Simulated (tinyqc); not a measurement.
Inside a calculation (part 1 of 2). Method: CIS on RHF in the sto-6g basis, for H2O, spin multiplicity 1. Computed by tinyqc, a small Python program that keeps every step (integrals from PySCF). Settings: charge = 0, multiplicity = 1, basis = sto-6g, method = RHF, energy threshold = 1e-10, iteration cap = 58, orthogonalisation = symmetric, start = Wolfsberg-Helmholz matrix, DIIS depth = 6. Command: `OMP_NUM_THREADS=1 python tinyqc.py 23921 23922 out.jsonl` (the two numbers bound the seeds that draw the settings). One thread of a shared host (Intel(R) Xeon(R) Processor @ 2.60GHz), about 0.1 s of CPU time with the checks. The early iterations of the SCF are left out here.

## One-electron integrals

Geometry (angstrom):

| atom | x | y | z |
|---|---|---|---|
| O | 0.0000 | 0.0000 | 0.0000 |
| H | 0.0000 | 0.7570 | 0.6750 |
| H | 0.0000 | -0.7570 | 0.6750 |

Basis sto-6g: exponents (1/bohr^2) and contraction coefficients of normalised primitives:

| element | l (shell) | exponent | coefficient |
|---|---|---|---|
| O | s (1) | 1355.5842 | 0.0092 |
| O | s (1) | 248.5449 | 0.0494 |
| O | s (1) | 69.5339 | 0.1685 |
| O | s (1) | 23.8868 | 0.3706 |
| O | s (1) | 9.2759 | 0.4165 |
| O | s (1) | 3.8203 | 0.1303 |
| O | s (2) | 52.1878 | -0.0133 |
| O | s (2) | 10.3293 | -0.0470 |
| O | s (2) | 3.2103 | -0.0338 |
| O | s (2) | 1.2351 | 0.2502 |
| O | s (2) | 0.5364 | 0.5951 |
| O | s (2) | 0.2459 | 0.2407 |
| O | p (3) | 52.1878 | 0.0038 |
| O | p (3) | 10.3293 | 0.0377 |
| O | p (3) | 3.2103 | 0.1739 |
| O | p (3) | 1.2351 | 0.4180 |
| O | p (3) | 0.5364 | 0.4259 |
| O | p (3) | 0.2459 | 0.1017 |
| H | s (1) | 35.5232 | 0.0092 |
| H | s (1) | 6.5131 | 0.0494 |
| H | s (1) | 1.8221 | 0.1685 |
| H | s (1) | 0.6260 | 0.3706 |
| H | s (1) | 0.2431 | 0.4165 |
| H | s (1) | 0.1001 | 0.1303 |

Overlap, kinetic and nuclear-attraction integrals over the contracted functions; the nuclear repulsion is the sum of Za Zb / Rab.

nuclear repulsion = 8.697519 hartree

overlap S:
```
         1O 1s   1O 2s  1O 2px   1O 2py  1O 2pz   2H 1s    3H 1s
1O 1s   1.0000  0.2311  0.0000   0.0000  0.0000  0.0486   0.0486
1O 2s   0.2311  1.0000  0.0000   0.0000  0.0000  0.4402   0.4402
1O 2px  0.0000  0.0000  1.0000   0.0000  0.0000  0.0000   0.0000
1O 2py  0.0000  0.0000  0.0000   1.0000  0.0000  0.2779  -0.2779
1O 2pz  0.0000  0.0000  0.0000   0.0000  1.0000  0.2478   0.2478
2H 1s   0.0486  0.4402  0.0000   0.2779  0.2478  1.0000   0.2517
3H 1s   0.0486  0.4402  0.0000  -0.2779  0.2478  0.2517   1.0000
```

kinetic energy T (hartree):
```
          1O 1s    1O 2s  1O 2px   1O 2py  1O 2pz    2H 1s    3H 1s
1O 1s   29.3272  -0.8960  0.0000   0.0000  0.0000  -0.0042  -0.0042
1O 2s   -0.8960   0.8426  0.0000   0.0000  0.0000   0.1021   0.1021
1O 2px   0.0000   0.0000  2.5313   0.0000  0.0000   0.0000   0.0000
1O 2py   0.0000   0.0000  0.0000   2.5313  0.0000   0.1794  -0.1794
1O 2pz   0.0000   0.0000  0.0000   0.0000  2.5313   0.1599   0.1599
2H 1s   -0.0042   0.1021  0.0000   0.1794  0.1599   0.7685   0.0078
3H 1s   -0.0042   0.1021  0.0000  -0.1794  0.1599   0.0078   0.7685
```

nuclear attraction V (hartree):
```
           1O 1s     1O 2s   1O 2px    1O 2py    1O 2pz    2H 1s    3H 1s
1O 1s   -62.3018   -6.3925   0.0000    0.0000   -0.0195  -1.5398  -1.5398
1O 2s    -6.3925  -10.0339   0.0000    0.0000   -0.2207  -3.4955  -3.4955
1O 2px    0.0000    0.0000  -9.9602    0.0000    0.0000   0.0000   0.0000
1O 2py    0.0000    0.0000   0.0000  -10.0828    0.0000  -1.9598   1.9598
1O 2pz   -0.0195   -0.2207   0.0000    0.0000  -10.0577  -1.8202  -1.8202
2H 1s    -1.5398   -3.4955   0.0000   -1.9598   -1.8202  -5.6403  -1.5401
3H 1s    -1.5398   -3.4955   0.0000    1.9598   -1.8202  -1.5401  -5.6403
```

core Hamiltonian H = T + V (hartree):
```
           1O 1s    1O 2s   1O 2px   1O 2py   1O 2pz    2H 1s    3H 1s
1O 1s   -32.9746  -7.2885   0.0000   0.0000  -0.0195  -1.5441  -1.5441
1O 2s    -7.2885  -9.1913   0.0000   0.0000  -0.2207  -3.3934  -3.3934
1O 2px    0.0000   0.0000  -7.4289   0.0000   0.0000   0.0000   0.0000
1O 2py    0.0000   0.0000   0.0000  -7.5515   0.0000  -1.7805   1.7805
1O 2pz   -0.0195  -0.2207   0.0000   0.0000  -7.5263  -1.6603  -1.6603
2H 1s    -1.5441  -3.3934   0.0000  -1.7805  -1.6603  -4.8717  -1.5323
3H 1s    -1.5441  -3.3934   0.0000   1.7805  -1.6603  -1.5323  -4.8717
```

## Two-electron integrals

Functions are numbered as in S; the eight-fold symmetry (ij|kl) = (ji|kl) = (kl|ij) leaves the list below.

Two-electron integrals (ij|kl) in chemists' order, unique and non-zero (hartree):
```
(11|11) 4.7875      (21|11) 0.6759      (21|21) 0.1215      (22|11) 1.1174
(22|21) 0.2492      (22|22) 0.8174      (31|31) 0.0258      (32|31) 0.0391
(32|32) 0.1807      (33|11) 1.1174      (33|21) 0.2492      (33|22) 0.8174
(33|33) 0.8807      (41|41) 0.0258      (42|41) 0.0391      (42|42) 0.1807
(43|43) 0.0475      (44|11) 1.1174      (44|21) 0.2492      (44|22) 0.8174
(44|33) 0.7857      (44|44) 0.8807      (51|51) 0.0258      (52|51) 0.0391
(52|52) 0.1807      (53|53) 0.0475      (54|54) 0.0475      (55|11) 1.1174
(55|21) 0.2492      (55|22) 0.8174      (55|33) 0.7857      (55|44) 0.7857
(55|55) 0.8807      (61|11) 0.1517      (61|21) 0.0261      (61|22) 0.0524
(61|33) 0.0523      (61|41) 0.0010      (61|42) 0.0019      (61|44) 0.0525
(61|51) 0.0009      (61|52) 0.0017      (61|54) 1.68e-04    (61|55) 0.0524
(61|61) 0.0057      (62|11) 0.3656      (62|21) 0.0827      (62|22) 0.2999
(62|33) 0.2949      (62|41) 0.0049      (62|42) 0.0363      (62|44) 0.3032
(62|51) 0.0044      (62|52) 0.0324      (62|54) 0.0074      (62|55) 0.3015
(62|61) 0.0179      (62|62) 0.1364      (63|31) 0.0092      (63|32) 0.0518
(63|43) 0.0075      (63|53) 0.0067      (63|63) 0.0194      (64|11) 0.1960
(64|21) 0.0449      (64|22) 0.1739      (64|33) 0.1660      (64|41) 0.0116
(64|42) 0.0717      (64|44) 0.1858      (64|51) 0.0021      (64|52) 0.0178
(64|54) 0.0109      (64|55) 0.1698      (64|61) 0.0102      (64|62) 0.0961
(64|64) 0.0865      (65|11) 0.1747      (65|21) 0.0401      (65|22) 0.1550
(65|33) 0.1480      (65|41) 0.0021      (65|42) 0.0178      (65|44) 0.1523
(65|51) 0.0111      (65|52) 0.0676      (65|54) 0.0113      (65|55) 0.1648
(65|61) 0.0091      (65|62) 0.0857      (65|64) 0.0598      (65|65) 0.0727
(66|11) 0.5060      (66|21) 0.1165      (66|22) 0.4831      (66|33) 0.4637
(66|41) 0.0091      (66|42) 0.0913      (66|44) 0.4961      (66|51) 0.0081
(66|52) 0.0814      (66|54) 0.0288      (66|55) 0.4894      (66|61) 0.0255
(66|62) 0.2772      (66|64) 0.2232      (66|65) 0.1990      (66|66) 0.7750
(71|11) 0.1517      (71|21) 0.0261      (71|22) 0.0524      (71|33) 0.0523
(71|41) -0.0010     (71|42) -0.0019     (71|44) 0.0525      (71|51) 0.0009
(71|52) 0.0017      (71|54) -1.68e-04   (71|55) 0.0524      (71|61) 0.0057
(71|62) 0.0173      (71|64) 0.0090      (71|65) 0.0088      (71|66) 0.0244
(71|71) 0.0057      (72|11) 0.3656      (72|21) 0.0827      (72|22) 0.2999
(72|33) 0.2949      (72|41) -0.0049     (72|42) -0.0363     (72|44) 0.3032
(72|51) 0.0044      (72|52) 0.0324      (72|54) -0.0074     (72|55) 0.3015
(72|61) 0.0173      (72|62) 0.1125      (72|64) 0.0544      (72|65) 0.0689
(72|66) 0.1896      (72|71) 0.0179      (72|72) 0.1364      (73|31) 0.0092
(73|32) 0.0518      (73|43) -0.0075     (73|53) 0.0067      (73|63) 0.0155
(73|73) 0.0194      (74|11) -0.1960     (74|21) -0.0449     (74|22) -0.1739
(74|33) -0.1660     (74|41) 0.0116      (74|42) 0.0717      (74|44) -0.1858
(74|51) -0.0021     (74|52) -0.0178     (74|54) 0.0109      (74|55) -0.1698
(74|61) -0.0090     (74|62) -0.0544     (74|64) -0.0112     (74|65) -0.0326
(74|66) -0.0807     (74|71) -0.0102     (74|72) -0.0961     (74|74) 0.0865
(75|11) 0.1747      (75|21) 0.0401      (75|22) 0.1550      (75|33) 0.1480
(75|41) -0.0021     (75|42) -0.0178     (75|44) 0.1523      (75|51) 0.0111
(75|52) 0.0676      (75|54) -0.0113     (75|55) 0.1648      (75|61) 0.0088
(75|62) 0.0689      (75|64) 0.0326      (75|65) 0.0571      (75|66) 0.1274
(75|71) 0.0091      (75|72) 0.0857      (75|74) -0.0598     (75|75) 0.0727
(76|11) 0.1514      (76|21) 0.0346      (76|22) 0.1366      (76|33) 0.1332
(76|44) 0.1355      (76|51) 0.0029      (76|52) 0.0252      (76|55) 0.1410
(76|61) 0.0074      (76|62) 0.0628      (76|64) 0.0381      (76|65) 0.0444
(76|66) 0.1343      (76|71) 0.0074      (76|72) 0.0628      (76|74) -0.0381
(76|75) 0.0444      (76|76) 0.0358      (77|11) 0.5060      (77|21) 0.1165
(77|22) 0.4831      (77|33) 0.4637      (77|41) -0.0091     (77|42) -0.0913
(77|44) 0.4961      (77|51) 0.0081      (77|52) 0.0814      (77|54) -0.0288
(77|55) 0.4894      (77|61) 0.0244      (77|62) 0.1896      (77|64) 0.0807
(77|65) 0.1274      (77|66) 0.3429      (77|71) 0.0255      (77|72) 0.2772
(77|74) -0.2232     (77|75) 0.1990      (77|76) 0.1343      (77|77) 0.7750
```

## Orthogonalisation

S = U s U^T; symmetric (Loewdin) form X = U s^(-1/2) U^T, so that X^T S X = 1.

eigenvalues of S: 0.3795  0.4615  0.8820  1.0000  1.1007  1.2868  1.8895

X:
```
          1O 1s    1O 2s  1O 2px   1O 2py   1O 2pz    2H 1s    3H 1s
1O 1s    1.0226  -0.1359  0.0000   0.0000  -0.0090   0.0187   0.0187
1O 2s   -0.1359   1.2040  0.0000   0.0000   0.1011  -0.2616  -0.2616
1O 2px   0.0000   0.0000  1.0000   0.0000   0.0000   0.0000   0.0000
1O 2py   0.0000   0.0000  0.0000   1.0867   0.0000  -0.1988   0.1988
1O 2pz  -0.0090   0.1011  0.0000   0.0000   1.0558  -0.1449  -0.1449
2H 1s    0.0187  -0.2616  0.0000  -0.1988  -0.1449   1.1766  -0.0902
3H 1s    0.0187  -0.2616  0.0000   0.1988  -0.1449  -0.0902   1.1766
```

## Iteration 8 (converged): orbitals

converged F (hartree):
```
           1O 1s    1O 2s   1O 2px   1O 2py   1O 2pz    2H 1s    3H 1s
1O 1s   -20.5174  -4.9652   0.0000   0.0000  -0.0276  -1.0528  -1.0528
1O 2s    -4.9652  -2.3324   0.0000   0.0000  -0.1117  -0.9236  -0.9236
1O 2px    0.0000   0.0000  -0.3997   0.0000   0.0000   0.0000   0.0000
1O 2py    0.0000   0.0000   0.0000  -0.2853   0.0000  -0.3642   0.3642
1O 2pz   -0.0276  -0.1117   0.0000   0.0000  -0.3311  -0.3766  -0.3766
2H 1s    -1.0528  -0.9236   0.0000  -0.3642  -0.3766  -0.5159  -0.3643
3H 1s    -1.0528  -0.9236   0.0000   0.3642  -0.3766  -0.3643  -0.5159
```

Diagonalise F' = X^T F X, C = X C', fill 5 alpha and 5 beta electrons from the bottom; D = 2 C_occ C_occ^T. Each column has its largest component positive (the first on a tie).

F' = X^T F X (hartree):
```
          1        2        3        4        5        6        7
1  -20.1901  -2.5041   0.0000   0.0000  -0.0480  -0.1708  -0.1708
2   -2.5041  -1.2316   0.0000   0.0000   0.1154  -0.4634  -0.4634
3    0.0000   0.0000  -0.3997   0.0000   0.0000   0.0000   0.0000
4    0.0000   0.0000   0.0000  -0.0342   0.0000  -0.4303   0.4303
5   -0.0480   0.1154   0.0000   0.0000  -0.1668  -0.3381  -0.3381
6   -0.1708  -0.4634   0.0000  -0.4303  -0.3381  -0.0017  -0.1028
7   -0.1708  -0.4634   0.0000   0.4303  -0.3381  -0.1028  -0.0017
```

orbital energies (hartree): MO1 -20.5205, MO2 -1.2573, MO3 -0.5789, MO4 -0.4703, MO5 -0.3997, MO6 0.5551, MO7 0.6458

coefficients C:
```
            MO1      MO2      MO3      MO4     MO5      MO6      MO7
1O 1s    0.9967  -0.2234   0.0000   0.0965  0.0000  -0.1108   0.0000
1O 2s    0.0151   0.8568   0.0000  -0.5331  0.0000   0.7724   0.0000
1O 2px   0.0000   0.0000   0.0000   0.0000  1.0000   0.0000   0.0000
1O 2py   0.0000   0.0000   0.6223   0.0000  0.0000   0.0000   0.9343
1O 2pz   0.0030   0.1176   0.0000   0.7415  0.0000   0.7767   0.0000
2H 1s   -0.0033   0.1487   0.4493   0.3079  0.0000  -0.7503  -0.8001
3H 1s   -0.0033   0.1487  -0.4493   0.3079  0.0000  -0.7503   0.8001
```

D after iteration 8:
```
          1O 1s    1O 2s  1O 2px   1O 2py   1O 2pz    2H 1s    3H 1s
1O 1s    2.1055  -0.4556  0.0000   0.0000   0.0965  -0.0136  -0.0136
1O 2s   -0.4556   2.0370  0.0000   0.0000  -0.5890  -0.0735  -0.0735
1O 2px   0.0000   0.0000  2.0000   0.0000   0.0000   0.0000   0.0000
1O 2py   0.0000   0.0000  0.0000   0.7744   0.0000   0.5591  -0.5591
1O 2pz   0.0965  -0.5890  0.0000   0.0000   1.1274   0.4917   0.4917
2H 1s   -0.0136  -0.0735  0.0000   0.5591   0.4917   0.6376  -0.1698
3H 1s   -0.0136  -0.0735  0.0000  -0.5591   0.4917  -0.1698   0.6376
```

## Convergence

Stop when the energy changes by less than 1e-10 hartree and every element of the error matrix X^T (F D S - S D F) X is below 3e-06.

Course of the cycle:

| iteration | E (hartree) | change | largest element of the error matrix |
|---|---|---|---|
| 1 | -75.310196 | - | 4.31e-01 |
| 2 | -75.660158 | -3.50e-01 | 1.13e-01 |
| 3 | -75.677820 | -1.77e-02 | 3.17e-02 |
| 4 | -75.679203 | -1.38e-03 | 5.19e-03 |
| 5 | -75.679273 | -7.04e-05 | 1.60e-03 |
| 6 | -75.679279 | -6.16e-06 | 1.52e-05 |
| 7 | -75.679279 | -2.44e-10 | 1.37e-07 |
| 8 | -75.679279 | -4.26e-14 | 3.27e-10 |

PySCF RHF in the same basis = -75.679279 hartree

Converged in 8 iterations.

## Integrals over molecular orbitals

(pq|rs) = sum C_ip C_jq C_kr C_ls (ij|kl), one index at a time.

one-electron integrals over orbitals h = C^T H C (hartree):
```
          1        2        3        4        5        6        7
1  -32.9615   0.5688   0.0000  -0.2403   0.0000   0.2872   0.0000
2    0.5688  -7.6744   0.0000   0.5011   0.0000  -1.3446   0.0000
3    0.0000   0.0000  -6.2630   0.0000   0.0000   0.0000  -1.7112
4   -0.2403   0.5011   0.0000  -6.8223   0.0000  -1.1936   0.0000
5    0.0000   0.0000   0.0000   0.0000  -7.4289   0.0000   0.0000
6    0.2872  -1.3446   0.0000  -1.1936   0.0000  -5.4298   0.0000
7    0.0000   0.0000  -1.7112   0.0000   0.0000   0.0000  -5.5430
```

Two-electron integrals over orbitals (pq|rs), unique and non-zero (hartree):
```
(11|11) 4.7625      (21|11) -0.4304     (21|21) 0.0629      (22|11) 1.0231
(22|21) -0.0147     (22|22) 0.7295      (31|31) 0.0115      (32|31) 0.0176
(32|32) 0.1383      (33|11) 0.7948      (33|21) -0.0043     (33|22) 0.6391
(33|33) 0.6226      (41|11) 0.1908      (41|21) -0.0253     (41|22) 0.0154
(41|33) 0.0060      (41|41) 0.0280      (42|11) -0.1496     (42|21) 0.0097
(42|22) -0.0076     (42|33) 0.0043      (42|41) 0.0172      (42|42) 0.1269
(43|31) -0.0036     (43|32) 0.0214      (43|43) 0.0517      (44|11) 0.9688
(44|21) -0.0125     (44|22) 0.6677      (44|33) 0.5884      (44|41) -0.0100
(44|42) -0.0997     (44|44) 0.7420      (51|51) 0.0267      (52|51) 0.0326
(52|52) 0.1468      (53|53) 0.0283      (54|51) -0.0134     (54|52) -0.0478
(54|54) 0.0535      (55|11) 1.1171      (55|21) -0.0113     (55|22) 0.7514
(55|33) 0.6233      (55|41) 0.0047      (55|42) -0.0774     (55|44) 0.7101
(55|55) 0.8807      (61|11) -0.2282     (61|21) 0.0361      (61|22) -0.0010
(61|33) 0.0008      (61|41) -2.58e-04   (61|42) 0.0214      (61|44) -0.0183
(61|55) -0.0055     (61|61) 0.0321      (62|11) 0.3016      (62|21) -0.0069
(62|22) 0.1425      (62|33) 0.0770      (62|41) 0.0192      (62|42) 0.0237
(62|44) 0.0745      (62|55) 0.1529      (62|61) 0.0089      (62|62) 0.1015
(63|31) 0.0034      (63|32) -0.0332     (63|43) -0.0308     (63|63) 0.0674
(64|11) 0.2420      (64|21) -0.0024     (64|22) 0.1073      (64|33) 0.0473
(64|41) 3.08e-04    (64|42) -0.0475     (64|44) 0.1292      (64|55) 0.1326
(64|61) -0.0017     (64|62) 0.0592      (64|64) 0.0849      (65|51) 0.0143
(65|52) 0.0547      (65|54) 0.0016      (65|65) 0.0368      (66|11) 0.8192
(66|21) -0.0077     (66|22) 0.6165      (66|33) 0.5691      (66|41) 0.0201
(66|42) 0.0520      (66|44) 0.5555      (66|55) 0.5935      (66|61) 0.0091
(66|62) 0.1015      (66|64) 0.0486      (66|66) 0.6027      (71|31) 0.0153
(71|32) 0.0221      (71|43) -0.0049     (71|63) 0.0040      (71|71) 0.0203
(72|31) 0.0142      (72|32) 0.0449      (72|43) -0.0352     (72|63) 0.0340
(72|71) 0.0180      (72|72) 0.0634      (73|11) 0.3638      (73|21) -0.0070
(73|22) 0.1452      (73|33) 0.0901      (73|41) -0.0008     (73|42) -0.0822
(73|44) 0.1476      (73|55) 0.1932      (73|61) -0.0065     (73|62) 0.0732
(73|64) 0.0919      (73|66) 0.0413      (73|73) 0.1579      (74|31) -0.0095
(74|32) -0.0779     (74|43) -0.0052     (74|63) 0.0475      (74|71) -0.0123
(74|72) -0.0156     (74|74) 0.0723      (75|53) 0.0237      (75|75) 0.0239
(76|31) 0.0084      (76|32) 0.0908      (76|43) 0.0537      (76|63) -0.0601
(76|71) 0.0106      (76|72) -0.0099     (76|74) -0.0607     (76|76) 0.1121
(77|11) 0.8432      (77|21) -0.0084     (77|22) 0.6156      (77|33) 0.6006
(77|41) 0.0041      (77|42) -0.0124     (77|44) 0.5914      (77|55) 0.6126
(77|61) -0.0038     (77|62) 0.0654      (77|64) 0.0419      (77|66) 0.5654
(77|73) 0.0851      (77|77) 0.6069
```

## CIS matrix, singlets

A(ia,jb) = (e_a - e_i) d_ij d_ab + 2 (ia|jb) - (ij|ab).

CIS matrix A, singlet (hartree):
```
         1>6      1>7     2>6      2>7      3>6      3>7      4>6      4>7
1>6  20.3205   0.0000  0.0255   0.0000   0.0000  -0.0214  -0.0234   0.0000
1>7   0.0000  20.3637  0.0000   0.0444  -0.0003   0.0000   0.0000  -0.0287
2>6   0.0255   0.0000  1.3988   0.0000   0.0000   0.0555   0.0663   0.0000
2>7   0.0000   0.0444  0.0000   1.4143  -0.0229   0.0000   0.0000  -0.0188
3>6   0.0000  -0.0003  0.0000  -0.0229   0.6998   0.0000   0.0000   0.0412
3>7  -0.0214   0.0000  0.0555   0.0000   0.0000   0.9399   0.1300   0.0000
4>6  -0.0234   0.0000  0.0663   0.0000   0.0000   0.1300   0.6398   0.0000
4>7   0.0000  -0.0287  0.0000  -0.0188   0.0412   0.0000   0.0000   0.6694
5>6   0.0000   0.0000  0.0000   0.0000   0.0000   0.0000   0.0000   0.0000
5>7   0.0000   0.0000  0.0000   0.0000   0.0000   0.0000   0.0000   0.0000

        5>6     5>7
1>6  0.0000  0.0000
1>7  0.0000  0.0000
2>6  0.0000  0.0000
2>7  0.0000  0.0000
3>6  0.0000  0.0000
3>7  0.0000  0.0000
4>6  0.0000  0.0000
4>7  0.0000  0.0000
5>6  0.4348  0.0000
5>7  0.0000  0.4806
```

## CIS singlet states

dipole integrals <i|r|a> (bohr):
```
          x        y        z
1>6  0.0000   0.0000   0.0439
1>7  0.0000   0.0520   0.0000
2>6  0.0000   0.0000  -0.1107
2>7  0.0000  -0.1085   0.0000
3>6  0.0000  -0.7902   0.0000
3>7  0.0000   0.0000  -0.7102
4>6  0.0000   0.0000  -0.5967
4>7  0.0000  -0.7118   0.0000
5>6  0.0669   0.0000   0.0000
5>7  0.0000   0.0000   0.0000
```

Diagonalise A (1 hartree = 27.211386 eV); each vector has its largest component positive (the first on a tie). The transition dipole is mu = sqrt2 sum c_ia <i|r|a>.

singlet excitation energies (eV): 11.8304  13.0790  16.0280  17.4319  19.7892  26.5356  38.4856  38.5170  552.9522  554.1286

lowest vectors:
```
     state 1  state 2  state 3  state 4  state 5  state 6
1>6   0.0000   0.0000   0.0008   0.0000   0.0000   0.0016
1>7   0.0000   0.0000   0.0000   0.0012   0.0008   0.0000
2>6   0.0000   0.0000  -0.0537   0.0000   0.0000  -0.1730
2>7   0.0000   0.0000   0.0000   0.0030   0.0429   0.0000
3>6   0.0000   0.0000   0.0000  -0.5707   0.8205   0.0000
3>7   0.0000   0.0000  -0.3394   0.0000   0.0000   0.9294
4>6   0.0000   0.0000   0.9391   0.0000   0.0000   0.3260
4>7   0.0000   0.0000   0.0000   0.8211   0.5701   0.0000
5>6   1.0000   0.0000   0.0000   0.0000   0.0000   0.0000
5>7   0.0000   1.0000   0.0000   0.0000   0.0000   0.0000
```

oscillator strengths 2/3 w |mu|^2: 0.0026  0.0000  0.0771  0.0153  1.0868  0.9073

## CIS matrix, triplets

A(ia,jb) = (e_a - e_i) d_ij d_ab - (ij|ab).

CIS matrix A, triplet (hartree):
```
         1>6      1>7      2>6      2>7      3>6      3>7      4>6      4>7
1>6  20.2564   0.0000   0.0077   0.0000   0.0000  -0.0084  -0.0201   0.0000
1>7   0.0000  20.3231   0.0000   0.0084  -0.0084   0.0000   0.0000  -0.0041
2>6   0.0077   0.0000   1.1959   0.0000   0.0000  -0.0908  -0.0520   0.0000
2>7   0.0000   0.0084   0.0000   1.2874  -0.0908   0.0000   0.0000   0.0124
3>6   0.0000  -0.0084   0.0000  -0.0908   0.5649   0.0000   0.0000  -0.0537
3>7  -0.0084   0.0000  -0.0908   0.0000   0.0000   0.6241  -0.0537   0.0000
4>6  -0.0201   0.0000  -0.0520   0.0000   0.0000  -0.0537   0.4700   0.0000
4>7   0.0000  -0.0041   0.0000   0.0124  -0.0537   0.0000   0.0000   0.5248
5>6   0.0000   0.0000   0.0000   0.0000   0.0000   0.0000   0.0000   0.0000
5>7   0.0000   0.0000   0.0000   0.0000   0.0000   0.0000   0.0000   0.0000

        5>6     5>7
1>6  0.0000  0.0000
1>7  0.0000  0.0000
2>6  0.0000  0.0000
2>7  0.0000  0.0000
3>6  0.0000  0.0000
3>7  0.0000  0.0000
4>6  0.0000  0.0000
4>7  0.0000  0.0000
5>6  0.3612  0.0000
5>7  0.0000  0.4328
```
